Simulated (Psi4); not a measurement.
## A ladder of methods for C2H4 (SMILES C=C)

C2H4 has 6 atoms, charge 0, and is taken as a singlet. As SMILES, `C=C`. Geometry: optimised at PBE0/def2-TZVP.

Each level gives the HOMO–LUMO gap (eV). The values are calculated.

```csv
level,kind,program,value (eV)
PBE-D4/def2-TZVPP (density fitting),GGA,Psi4,5.83
r2SCAN-D4/def2-TZVPP (density fitting),meta-GGA,Psi4,6.31
B3LYP-D4/def2-TZVPP (density fitting),global hybrid,Psi4,7.54
PBE0-D4/def2-TZVPP (density fitting),global hybrid,Psi4,8.04
wB97M-V/def2-TZVPP (density fitting),range-separated hybrid,Psi4,12.50
```

The values span 5.83 to 12.50 eV. Orbital gaps aren't excitation energies; they tend to grow with the share of exact exchange.
